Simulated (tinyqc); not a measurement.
Inside a calculation. Method: geometry optimisation on the RHF/sto-3g surface (energies and gradients from PySCF), for BH2+, spin multiplicity 1. One step of it, computed by the program tinyqc.

Question. Step 3: move. Quasi-Newton step p = -H^(-1) g (the inverse Hessian comes from BFGS updates; coordinates in the order x, y, z of each atom); steps longer than 0.1 bohr are cut back (factor 0.245 here).

positions after step 2 (bohr):
```
            x          y         z
1B  -0.055597  -0.030914  0.144493
2H   0.072990   2.076615  0.947484
3H   0.037409  -2.179872  0.829874
```

gradient (hartree/bohr):
```
              x            y            z
1B  -0.00779888   0.00102568  -0.05237025
2H   0.00386374  -0.00612966   0.02610547
3H   0.00393514   0.00510398   0.02626478
```

inverse Hessian in use (bohr^2/hartree), lower triangle:
```
           1          2          3          4          5         6         7         8
1   1.729312
2  -0.011123   1.667905
3   0.420750  -0.074688   4.492592
4  -0.030479   0.005520  -0.204713   1.681473
5   0.106446  -0.008325   0.714636  -0.054197   1.594790
6  -0.207587   0.037282  -1.394251   0.100912  -0.361688  2.354223
7  -0.032166   0.005604  -0.216036   0.015673  -0.052249  0.106675  1.683160
8  -0.095323   0.007086  -0.639948   0.048677   0.080201  0.324406  0.046646  1.579379
9  -0.213163   0.037406  -1.431675   0.103801  -0.352948  0.706695  0.109362  0.315542

          9
9  2.391647
```

Give: positions after step 3.

Answer.

positions after step 3 (bohr):
```
         x       y      z
1B  -0.044  -0.033  0.223
2H   0.067   2.093  0.908
3H   0.031  -2.194  0.790
```
